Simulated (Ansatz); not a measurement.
Input file for Ansatz (a first-principles code): R-r2SCAN/def2-TZVPPD on H2 (SMILES [H][H]). Files ending in .json are basis or fitting sets from the Basis Set Exchange.

Ansatz 0.2 input:
```yaml
crystal:
  periodic: [false, false, false]
  atoms:
    - {symbol: H, position_ang: [0.00000000, 0.00000000, 0.00000000]}
    - {symbol: H, position_ang: [0.74187646, 0.00000000, 0.00000000]}
basis:
  gaussian:
    orbitals: def2-TZVPPD.json
hamiltonian:
  xc: {name: r2SCAN}
scf: {lower_state_search: off}
```

The head of its log:

```
WARN ansatz: RAYON_NUM_THREADS=2 ignored (pool sized by the plan → 2); use --threads N
Functional definition: r2SCAN
these checks for a lower state are left out or cut short: stability, starts, cluster_reference, orbital_swaps, neighbouring_geometries, increment
integrals: 0.00 GiB planned
118 factors; their error is unknown
mean field: 0.05 GiB planned
mean field evaluation 1: about -31.6803 eV, gradient 7.6e0 eV
mean field evaluation 2: about -31.8676 eV, gradient 1.8e0 eV
```

### Question
Give the final energy of this run.

### Answer
-1.1713 hartree.
